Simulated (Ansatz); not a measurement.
Compare A (`CC(=N)C=O`) with its isomer B (`C1=NCCO1`).

Calculated with Ansatz (gas phase, PBE0-D4/def2-TZVP geometries, no zero-point term in ΔE). CBS: MP2 limit from def2 TZ/QZ plus the TZ coupled-cluster correction, frozen cores. Functionals use def2-TZVPP. B3LYP here is the variant with VWN-RPA as its local correlation; programs differ in this. Each species was taken in one conformer, which may not be the lowest.

A:

```xyz
10

C     0.413   -0.246   -1.222
C    -0.035   -0.332    0.196
N    -0.143   -1.431    0.811
C    -0.366    0.973    0.891
O    -0.738    1.021    2.030
H     1.310    0.376   -1.306
H     0.628   -1.240   -1.609
H    -0.356    0.225   -1.842
H    -0.466   -1.244    1.766
H    -0.246    1.897    0.287
```

B:

Z-matrix (Å, degrees):
```
C
N 1 1.463
C 1 1.539 2 104.8
H 1 1.093 2 109.7 3 121.2
H 1 1.093 2 109.6 3 -121.1
C 2 1.260 1 105.9 3 0.7
O 3 1.441 1 103.9 2 -0.9
H 3 1.091 1 113.6 2 116.2
H 3 1.091 1 113.7 2 -118.2
H 6 1.084 2 125.4 1 179.8
```

(1) Which is lower in electronic energy at CCSD(T)/CBS, and by how much? (Estimate.)

(2) Give E(B) − E(A) in kJ/mol with BLYP-D4, CCSD(T)/def2-SVP, B3LYP, PBE0-D4, PBE-D4, CCSD(T)/def2-TZVPP, MP2/def2-TZVPP. (Best estimate.)

(3) Does the order hold for the free energy at 298.15 K (harmonic terms from PBE0-D4)? (Estimate.)

Largest T1 diagnostic: 0.014.

Answers

(1) Computed: B, by 15.7 kJ/mol.

(2) Ansatz gave: BLYP-D4 3.2, CCSD(T)/def2-SVP 0.6, B3LYP -5.8, PBE0-D4 -28.1, PBE-D4 -17.9, CCSD(T)/def2-TZVPP -14.1, MP2/def2-TZVPP -17.7. The order is the other way round with BLYP-D4, CCSD(T)/def2-SVP.

(3) The calculation gave: Yes: G(B) − G(A) = -2.4 kJ/mol, for one conformer each.

At CCSD(T), def2-SVP lies +16.2 kJ/mol from the extrapolated value and def2-TZVPP +1.6 kJ/mol. From BLYP to BHLYP (50 % exact exchange), in def2-TZVPP and without D4, E(B) − E(A) moves by −21.8 kJ/mol.
